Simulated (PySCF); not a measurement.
## Nuclear quadrupole coupling in `[C-]#[N+]C(C)(C)C`

C₅H₉N.
Numbering: `[C-:1]#[N+:2][C:3]([CH3:4])([CH3:5])[CH3:6]` (hydrogens: H7, H8, H9 on C4; H10, H11, H12 on C5; H13, H14, H15 on C6)

Geometry (GFN2-xTB, Å), atoms numbered from 1 in this order:
```xyz
15
C5H9N angstrom
C      0.7625   -1.2839    2.3197
N      0.4408   -0.7427    1.3425
C      0.0509   -0.0863    0.1557
C     -0.8362    1.1029    0.5364
C      1.3168    0.3896   -0.5636
C     -0.7227   -1.0851   -0.7104
H     -1.1534    1.6297   -0.3600
H     -1.7185    0.7609    1.0734
H     -0.2901    1.7940    1.1752
H      1.0496    0.9006   -1.4853
H      1.8767    1.0758    0.0686
H      1.9571   -0.4567   -0.8045
H     -1.0384   -0.6073   -1.6345
H     -0.0962   -1.9408   -0.9538
H     -1.6035   -1.4427   -0.1812
```

Field gradients from the PBE0/pcSseg-1 density (PySCF, non-relativistic), principal values in atomic units, ordered |Vxx| ≤ |Vyy| ≤ |Vzz|:

| atom | Vxx | Vyy | Vzz |
| --- | --- | --- | --- |
| N2 | -0.0375 | -0.0375 | 0.0750 |

Problem. Find the asymmetry η = (Vxx − Vyy)/Vzz and the couplings χ = eQV/h (234.96 MHz × Q in barn × V in au), with Q(14N) = 0.02044 b.

Solution. 
| atom | environment | nucleus | η | χzz (MHz) | χxx (MHz) | χyy (MHz) |
| --- | --- | --- | --- | --- | --- | --- |
| N2 | isocyanide nitrogen | 14N | 0.00 | 0.360 | -0.180 | -0.180 |

The gradient is axial or nearly so (η below 0.05) at N2. 

Problem. What is Vzz at N2 in SI units (1 au = 9.71736 × 10²¹ V/m²)?

Solution. 0.0750 au = 0.729 × 10²¹ V/m².

Problem. And the gradient at the other heavy atoms, for which no coupling is worked out here?

Solution. 
```
atom                   environment  Vzz (au)     η
  C1             isocyanide carbon    -0.837  0.00
  C3  sp3 carbon bound to nitrogen     0.358  0.00
  C4                 methyl carbon     0.102  0.14
  C5                 methyl carbon     0.102  0.14
  C6                 methyl carbon     0.102  0.14
```

Problem. What couplings would deuterons (Q(2H) = 0.00286 b) have in place of the hydrogens, at this geometry?

Solution. 
| atom | bonded to | bond length (Å) | Vzz (au) | η | χzz (kHz) |
| --- | --- | --- | --- | --- | --- |
| H7 | C4 | 1.087 | 0.3145 | 0.03 | 211 |
| H8 | C4 | 1.088 | 0.3114 | 0.03 | 209 |
| H9 | C4 | 1.088 | 0.3113 | 0.03 | 209 |
| H10 | C5 | 1.087 | 0.3143 | 0.03 | 211 |
| H11 | C5 | 1.088 | 0.3111 | 0.03 | 209 |
| H12 | C5 | 1.088 | 0.3111 | 0.03 | 209 |
| H13 | C6 | 1.087 | 0.3144 | 0.03 | 211 |
| H14 | C6 | 1.088 | 0.3113 | 0.03 | 209 |
| H15 | C6 | 1.088 | 0.3113 | 0.03 | 209 |

Geometry: GFN2-xTB; no solvent, vibrations or thermal averaging. GFN2-xTB bond lengths can be off by several hundredths of an ångström, more for odd bonds, and the gradients follow them. These gradients aren't converged with respect to the basis.
